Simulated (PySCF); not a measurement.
Al(CH3)2OH, optimised at HF/6-31G*:

```xyz
11

C      1.7073    -0.2824     0.1726
Al    -0.1207     0.3902    -0.1548
C     -1.7354    -0.6934     0.1405
O     -0.3604     1.9825    -0.7220
H      1.8273    -0.6074     1.2055
H      1.9221    -1.1522    -0.4474
H      2.4828     0.4537    -0.0259
H     -2.6387    -0.1457    -0.1136
H     -1.8241    -1.0083     1.1795
H     -1.7246    -1.6044    -0.4565
H      0.3365     2.5947    -0.8988
```

Method: PySCF energies plus ideal-gas RRHO corrections (1 bar). 6-31G* has spherical d functions here. All species are closed-shell singlets. B3LYP is the form with VWN-RPA correlation. Al(CH3)2OH: computed as isolated molecules; such fragments, hydroxides, amides, oligomers or adducts are transient or little studied in the gas.

Q: List the harmonic frequencies (cm⁻¹, unscaled, methyl torsions left out) at this level and at the other levels, each on its own geometry.

A: 
- HF/6-31G*: 174, 218, 227, 397, 562, 636, 654, 664, 766, 781, 786, 912, 1398, 1401, 1600, 1601, 1606, 1609, 3164, 3168, 3219, 3221, 3239, 3253, 4163
- B3LYP/6-31G*: 166, 200, 214, 388, 538, 610, 620, 644, 723, 734, 756, 868, 1278, 1281, 1488, 1490, 1495, 1498, 3028, 3033, 3090, 3094, 3109, 3121, 3830
- PBE/def2-SVP: 161, 191, 212, 390, 531, 553, 568, 603, 666, 691, 712, 847, 1163, 1164, 1373, 1374, 1380, 1385, 2960, 2965, 3046, 3050, 3066, 3076, 3806
- PBE0/def2-TZVP: 163, 203, 211, 388, 551, 589, 589, 631, 690, 709, 738, 867, 1220, 1221, 1438, 1439, 1445, 1450, 3034, 3038, 3105, 3108, 3126, 3135, 3960
